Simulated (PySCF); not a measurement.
## Structure revision by computed shifts

A compound C$_{3}$H$_{3}$FO$_{2}$ gives the data below (simulated from a calculation) and was assigned the structure `O=C1C[C@@H](F)O1`.

¹³C{¹H} NMR (computed): δ 178.0 (CH, d, J = 358.2 Hz), 170.3 (C, d, J = 20.0 Hz), 109.6 (CH, d, J = 12.5 Hz).

¹H NMR (400 MHz, computed): δ 8.02 (dd, J = 84.6, 12.7 Hz, 1H), 6.03 (br s, 1H), 5.90 (dd, J = 14.0, 12.7 Hz, 1H).

[PySCF: GIAO PBE0/pcSseg-1 shieldings; GFN2-xTB structure; spin–spin couplings from B3LYP/pcJ-1; one conformer; non-relativistic Hamiltonian; no solvent]

References, each an isolated molecule treated in the same way: TMS for ¹H (31.72 ppm) and ¹³C (186.93 ppm).

Problem. Compare with the shifts computed for the proposed structure, pairing carbons in order of shift.

Solution. Atom-mapped SMILES (the numbers label the heavy atoms): `[O:1]=[C:2]1[CH2:3][C@@H:4]([F:5])[O:6]1`. Hydrogens are named by the atom that carries them.

| atom | computed for proposal | given list | difference |
| --- | --- | --- | --- |
| C2 | 167.6 | 178.0 | -10.4 |
| C4 | 104.8 | 170.3 | -65.5 |
| C3 | 50.4 | 109.6 | -59.2 |

The rms difference is 51.3 ppm and the largest -65.5 ppm at C4 (sp3 CH bonded to F and O). The carbon types in order of shift don't match either: C, CH, CH2 for the proposal against CH, C, CH in the data. The proposal doesn't fit.

Problem. Which isomer fits?

Solution. trans-CHF=CHCOOH.

1. Carbon types of the structure: 1 × C, 2 × CH, leaving 1 H on heteroatoms.
2. δC 178.0: β carbon of a C=C–C=O unit; conjugation with the carbonyl draws π density from the β position.
3. δC 170.3: carboxylic acid carbon; it is a carbonyl in resonance with an O or N lone pair, the region of acids, esters and amides.
4. δC 109.6: α carbon of a C=C–C=O unit; as expected for a trigonal carbon in a double bond.
5. δH 6.03: hydrogen on an acid hydroxyl oxygen; exchangeable; this is the value without hydrogen bonding to other molecules.
6. The protons at 5.90 and 8.02 share a coupling of 12.7 Hz (vicinal, trans across C=C).

The shifts were computed for this structure.

Exchangeable OH/NH protons stand at their gas-phase positions; hydrogen bonding in a real sample shifts them, mostly to higher δ. Common functionals overestimate the size of one-bond C–F couplings by tens of Hz; these are unscaled. Splittings below 1 Hz are ignored in the labels, and close J values are merged. Unscaled 3J(H,H) at this level run about 10 % above measured values. Shifts are as computed. Against solution values, carbons near 30 ppm lie about +3 ppm off and those near 130 ppm about +5 ppm. Of 1211 compounds with measured shifts, 218 miss one by over three times the rms of a fit or turn the order of signals round; such compounds aren't used in these exercises. Hydrogen bonding in solution deshields acid and N–H amide carbonyl carbons by as much as 10 ppm beyond these values.
